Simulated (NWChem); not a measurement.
System: sulfur dioxide (SO2); SMILES S(=O)=O

NWChem input:

```
start job
memory heap 200 mb stack 900 mb global 1100 mb
geometry units angstroms noautosym nocenter noautoz
  O      1.250381     0.000000     0.373591
  S      0.000000     0.000000    -0.369092
  O     -1.250381     0.000000     0.373591
end
basis spherical
  * library 6-31g*
end
dft
  xc hfexch
  iterations 150
end
property
  shielding 2 1 2
end
task dft property
```

Geometry: optimised at PBE0/def2-SVP.

GIAO values for the isolated, static molecule; σ is the absolute isotropic shielding, δ = σ(reference) − σ with the isolated reference molecule computed at the same levels (17O: water).

Atoms are numbered as in the input.

**Question.** What results follow from this input? (Hartree-Fock/6-31G* (spherical d), GIAO.) Quantities: δ O1 (ppm); σ S2 (ppm).

**Answer.** 
```yaml
"δ O1 (ppm)": 688.4
"σ S2 (ppm)": -333.9
```
